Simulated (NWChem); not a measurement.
System: nitrogen trifluoride (NF$_{3}$); SMILES FN(F)F

Here is an NWChem input.

```
start job
memory heap 200 mb stack 900 mb global 1100 mb
geometry units angstroms
  F      0.860803     0.860803    -0.121585
  N      0.000000     0.000000     0.466697
  F     -1.175879     0.315076    -0.121585
  F      0.315076    -1.175879    -0.121585
end
basis spherical
  * library def2-svp
end
dft
  xc becke88 lyp
  iterations 150
end
driver
  maxiter 120
end
task dft optimize
task dft freq
```

The level has its own optimisation; frequencies are unscaled.

Task: Predict the main results of this run. (BLYP/def2-SVP.) Quantities: r F–N (Å); highest harmonic frequency (cm⁻¹); lowest (cm⁻¹); zero-point energy (kcal/mol); dipole (D).

Result: 
| Quantity | Result |
|---|---|
| r F–N (Å) | 1.404 |
| highest harmonic frequency (cm⁻¹) | 987 |
| lowest (cm⁻¹) | 448 |
| zero-point energy (kcal/mol) | 5.9 |
| dipole (D) | 0.10 |
